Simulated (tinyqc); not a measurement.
Inside a calculation (part 2 of 2). Method: CIS and TDHF on RHF in the sto-3g basis, frozen core, for BH2+, spin multiplicity 1. Computed by tinyqc, a small Python program that keeps every step (integrals from PySCF). Command: `OMP_NUM_THREADS=1 python tinyqc.py 23427 23428 out.jsonl` (the two numbers bound the seeds that draw the settings). One thread of a shared host (Intel(R) Xeon(R) Processor @ 2.60GHz), about 0.08 s of CPU time with the checks.

Geometry (angstrom):
```
atom       x        y       z
B     0.0000   0.0000  0.0000
H     0.0000   1.1590  0.5280
H     0.0000  -1.1740  0.5350
```

## CIS triplet states

CIS matrix A, triplet (hartree):
```
         2>4     2>5      2>6      2>7      3>4     3>5      3>6      3>7
2>4   0.2978  0.0000  -0.0244   0.0015   0.0003  0.0000  -0.0038   0.0677
2>5   0.0000  0.3316   0.0000   0.0000   0.0000  0.0001   0.0000   0.0000
2>6  -0.0244  0.0000   0.6940  -0.0058  -0.0038  0.0000   0.0129  -0.1173
2>7   0.0015  0.0000  -0.0058   0.8224   0.0677  0.0000  -0.1173  -0.0143
3>4   0.0003  0.0000  -0.0038   0.0677   0.1751  0.0000  -0.0028  -0.0026
3>5   0.0000  0.0001   0.0000   0.0000   0.0000  0.2260   0.0000   0.0000
3>6  -0.0038  0.0000   0.0129  -0.1173  -0.0028  0.0000   0.5594   0.0045
3>7   0.0677  0.0000  -0.1173  -0.0143  -0.0026  0.0000   0.0045   0.6663
```

Diagonalise A (1 hartree = 27.211386 eV); each vector has its largest component positive (the first on a tie).

triplet excitation energies (eV): 4.5666  6.1488  7.7737  9.0227  14.0175  15.3977  21.9408  23.7882

lowest vectors:
```
     state 1  state 2  state 3  state 4  state 5  state 6
2>4  -0.0025   0.0000   0.9848   0.0000  -0.0219   0.1191
2>5   0.0000  -0.0010   0.0000   1.0000   0.0000   0.0000
2>6   0.0074   0.0000   0.0087   0.0000  -0.0983   0.6747
2>7  -0.1072   0.0000  -0.0046   0.0000   0.3376   0.0932
3>4   0.9939   0.0000   0.0030   0.0000   0.0612   0.0043
3>5   0.0000   1.0000   0.0000   0.0010   0.0000   0.0000
3>6  -0.0254   0.0000   0.0141   0.0000   0.9319   0.0873
3>7   0.0045   0.0000  -0.1728   0.0000  -0.0615   0.7171
```

## TDHF (RPA) triplet states

Two-electron integrals over orbitals (pq|rs), unique and non-zero (hartree); the lowest 1 orbital is frozen and left out:
```
(22|22) 0.4702      (32|22) 0.0060      (32|32) 0.1424      (33|22) 0.4624
(33|32) -0.0043     (33|33) 0.4815      (42|22) 0.0188      (42|32) 3.78e-04
(42|33) 0.0163      (42|42) 0.0709      (43|22) 0.0009      (43|32) 0.0236
(43|33) -0.0009     (43|42) -0.0011     (43|43) 0.0305      (44|22) 0.4439
(44|32) -2.67e-04   (44|33) 0.4274      (44|42) -0.0722     (44|43) 0.0020
(44|44) 0.5779      (52|52) 0.0752      (53|52) -0.0010     (53|53) 0.0191
(54|52) -0.0306     (54|53) 0.0007      (54|54) 0.0415      (55|22) 0.4714
(55|32) -1.07e-04   (55|33) 0.4377      (55|42) -0.0369     (55|43) 0.0014
(55|44) 0.5078      (55|55) 0.5868      (62|22) 0.0480      (62|32) -0.0013
(62|33) 0.0102      (62|42) -0.0029     (62|43) 0.0016      (62|44) 0.0593
(62|55) 0.0987      (62|62) 0.0870      (63|22) -0.0064     (63|32) -0.0682
(63|33) 4.35e-04    (63|42) 0.0026      (63|43) -0.0258     (63|44) -0.0070
(63|55) -0.0085     (63|62) -0.0071     (63|63) 0.0774      (64|22) 0.0244
(64|32) 0.0038      (64|33) 0.0028      (64|42) 0.0015      (64|43) 7.70e-05
(64|44) 0.0389      (64|55) 0.0396      (64|62) 0.0479      (64|63) -0.0056
(64|64) 0.0335      (65|52) 0.0512      (65|53) -0.0019     (65|54) -0.0113
(65|65) 0.0426      (66|22) 0.4732      (66|32) -0.0129     (66|33) 0.4685
(66|42) 0.0551      (66|43) -0.0051     (66|44) 0.4100      (66|55) 0.4457
(66|62) 0.0311      (66|63) 0.0086      (66|64) 0.0181      (66|66) 0.5249
(72|22) 0.0025      (72|32) -0.0154     (72|33) 0.0012      (72|42) -0.0018
(72|43) -0.0305     (72|44) 0.0053      (72|55) 0.0074      (72|62) 0.0041
(72|63) 0.0502      (72|64) 0.0029      (72|66) 0.0061      (72|72) 0.0541
(73|22) 0.0404      (73|32) -0.0042     (73|33) 0.0248      (73|42) -0.0510
(73|43) 0.0005      (73|44) 0.1016      (73|55) 0.1067      (73|62) 0.0704
(73|63) -0.0041     (73|64) 0.0365      (73|66) -0.0058     (73|72) 0.0078
(73|73) 0.1077      (74|22) -0.0015     (74|32) -0.0677     (74|33) 0.0026
(74|42) 0.0006      (74|43) 0.0045      (74|44) 0.0017      (74|55) 0.0017
(74|62) 0.0030      (74|63) 0.0391      (74|64) -0.0014     (74|66) 0.0074
(74|72) 0.0040      (74|73) 0.0039      (74|74) 0.0530      (75|52) 0.0034
(75|53) 0.0165      (75|54) -0.0008     (75|65) 0.0015      (75|75) 0.0184
(76|22) 0.0058      (76|32) 0.1173      (76|33) -0.0045     (76|42) 0.0036
(76|43) 0.0359      (76|44) -0.0024     (76|55) 1.45e-04    (76|62) 0.0020
(76|63) -0.0811     (76|64) 0.0046      (76|66) -0.0112     (76|72) -0.0419
(76|73) -0.0061     (76|74) -0.0553     (76|76) 0.1251      (77|22) 0.4647
(77|32) 0.0143      (77|33) 0.4816      (77|42) -0.0009     (77|43) 0.0043
(77|44) 0.4601      (77|55) 0.4587      (77|62) 0.0110      (77|63) -0.0119
(77|64) 0.0014      (77|66) 0.4764      (77|72) -0.0038     (77|73) 0.0344
(77|74) -0.0065     (77|76) 0.0130      (77|77) 0.5129
```

B(ia,jb) = - (ib|ja); the squared energies are the eigenvalues of (A - B)(A + B); 1 hartree = 27.211386 eV.

TDHF matrix B, triplet (hartree):
```
         2>4      2>5      2>6      2>7      3>4      3>5      3>6      3>7
2>4  -0.0709   0.0000   0.0029   0.0018   0.0011   0.0000  -0.0016   0.0305
2>5   0.0000  -0.0752   0.0000   0.0000   0.0000   0.0010   0.0000   0.0000
2>6   0.0029   0.0000  -0.0870  -0.0041  -0.0026   0.0000   0.0071  -0.0502
2>7   0.0018   0.0000  -0.0041  -0.0541   0.0510   0.0000  -0.0704  -0.0078
3>4   0.0011   0.0000  -0.0026   0.0510  -0.0305   0.0000   0.0258  -0.0005
3>5   0.0000   0.0010   0.0000   0.0000   0.0000  -0.0191   0.0000   0.0000
3>6  -0.0016   0.0000   0.0071  -0.0704   0.0258   0.0000  -0.0774   0.0041
3>7   0.0305   0.0000  -0.0502  -0.0078  -0.0005   0.0000   0.0041  -0.1077
```

squared energies w^2 (hartree^2): 0.0242  0.0507  0.0737  0.1043  0.2471  0.2989  0.6480  0.7599

TDHF energies from the positive w^2 (eV): 4.2366  6.1268  7.3898  8.7875  13.5275  14.8770  21.9051  23.7214
